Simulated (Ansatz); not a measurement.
The input, for Ansatz 0.2.0:

```yaml
crystal:
  periodic: [false, false, false]
  atoms:
    - {symbol: H, position_ang: [0.000000, 0.000000, -1.142333]}
    - {symbol: H, position_ang: [0.000000, 0.000000, -0.126333]}
    - {symbol: Cl, position_ang: [0.000000, 0.000000, 1.268667]}
basis:
  gaussian: {orbitals: 6-31G}
magnetization: {spin_polarized: false, initial_magnetization: 1}
correlation: {method: ccsdtq, electrons: outside_noble_gas}
```

```sh
$ ansatz run in.yaml --threads 1 --pin off --events-out ev --progress --plain --max-ram 2393MiB
```

Output:

```
316 factors; integrals over basis functions are off by at most 8.2e-8 eV
mean field evaluation 1: about -12530.6103 eV, gradient 1.0e1 eV
mean field evaluation 2: about -12530.6119 eV, gradient 1.0e1 eV
mean field evaluation 4: about -12531.1870 eV, gradient 1.2e0 eV
mean field evaluation 8: about -12531.2153 eV, gradient 3.3e-2 eV
mean field evaluation 16: about -12531.2020 eV, gradient 5.4e-1 eV
mean field evaluation 32: about -12528.8621 eV, gradient 2.1e0 eV
mean field evaluation 64: about -12531.2127 eV, gradient 3.6e-1 eV
mean field -12531.21531439 eV, -460.5136688410 hartree, gradient 1.7e-6 eV, S^2 0.750000; 3 other end points of the search recorded, 0 dependent functions left out
mean field evaluation 96: about -12531.4312 eV, gradient 6.6e-3 eV
determinant -12531.21531439 eV, -460.5136688410 hartree, with singles and doubles -12533.13409081 eV, -460.5841825738 hartree
determinant -12528.88230549 eV, -460.4279323454 hartree, with singles and doubles -12530.44971830 eV, -460.4855337036 hartree
5 core orbitals not correlated: weight in the atoms' cores, before any rotation towards them, 1.000 or more for the frozen orbitals, at most 0.000 for the correlated occupied ones
reference -12531.21531439 eV, -460.5136688410 hartree; 5, 4 occupied and 7, 8 virtual orbitals, 316 factors
second order -1.47693780 eV of doubles, -0.09745938 eV of singles
cycle   1  -1.79429196 eV  change   -2.2e-1 eV  update   4.6e-2
cycle   2  -1.91469979 eV  change   -1.2e-1 eV  update   2.0e-2
cycle   3  -1.93915194 eV  change   -2.4e-2 eV  update   1.0e-2
cycle   4  -1.94138189 eV  change   -2.2e-3 eV  update   4.7e-3
cycle   5  -1.94122025 eV  change    1.6e-4 eV  update   1.5e-3
cycle   6  -1.94145134 eV  change   -2.3e-4 eV  update   3.8e-4
cycle   7  -1.94156120 eV  change   -1.1e-4 eV  update   1.1e-4
cycle   8  -1.94159938 eV  change   -3.8e-5 eV  update   3.8e-5
cycle   9  -1.94159921 eV  change    1.7e-7 eV  update   9.3e-6
cycle  10  -1.94159749 eV  change    1.7e-6 eV  update   2.7e-6
cycle  11  -1.94159766 eV  change   -1.7e-7 eV  update   1.0e-6
Total energy: -12533.15691205 eV, -460.5850212390 hartree
```

For the same geometry and basis full CI lies 0.1 meV lower.

Ran on 1 thread of Intel Xeon Platinum 8488C, shared host: 18 s wall, 0.27 GiB peak host memory.
